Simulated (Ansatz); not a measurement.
`CC=C=CN` → `CC(C)C#N`  (isomerisation)

Program: Ansatz. Geometries: PBE0-D4/def2-TZVP. ΔE: electronic, gas phase. CBS: MP2 limit from def2 TZ/QZ plus the TZ coupled-cluster correction, frozen cores. DFT in def2-TZVPP. B3LYP here is the variant with VWN-RPA as its local correlation; programs differ in this. HSE06 is defined as in plane-wave codes. Each species was taken in one conformer, which may not be the lowest.

Problem. Is it downhill or uphill in electronic energy at CCSD(T)/CBS, and by how much? (An estimate is asked.)

Solution. Computed: Downhill: ΔE = -37.1 kcal/mol.

Problem. What do these levels give: LDA (SPW92), B97M-V, B3LYP-D4, r2SCANh-D4, B2PLYP, PBE-QIDH, BLYP, HSE06, MP2/def2-SVP, HF/def2-TZVPP, HF/def2-QZVPP, SCS-MP2/def2-QZVPP? (Best estimate.)

Solution. The calculation gave: LDA (SPW92) -24.0, B97M-V -32.7, B3LYP-D4 -31.8, r2SCANh-D4 -32.2, B2PLYP -36.0, PBE-QIDH -36.9, BLYP -29.3, HSE06 -30.8, MP2/def2-SVP -45.6, HF/def2-TZVPP -40.9, HF/def2-QZVPP -40.6, SCS-MP2/def2-QZVPP -41.5 kcal/mol.

Problem. What do rigid-rotor, harmonic-oscillator terms from PBE0-D4/def2-TZVP frequencies (298.15 K, 1 bar) make of the CCSD(T)/CBS value? (Best estimate.)

Solution. The calculation gave: ΔZPE = +0.4 kcal/mol, ΔH = -36.9 kcal/mol, ΔS = -7 J/(mol·K), ΔG = -36.4 kcal/mol.

Largest T1 diagnostic among the species: 0.012.

From PBE to PBE0 (25 % exact exchange), in def2-TZVPP and without D4, ΔE moves by −2.7 kcal/mol. Leaving LDA and LC-ωPBE aside and taking each functional with its dispersion term where it has one, the values, not all of them listed here, spread over 8.2 kcal/mol, from PBE-QIDH to PBE-D4. LDA lies +4.3 kcal/mol from PBE without D4. At CCSD(T), def2-SVP lies −5.1 kcal/mol from the extrapolated value and def2-TZVPP −2.1 kcal/mol.
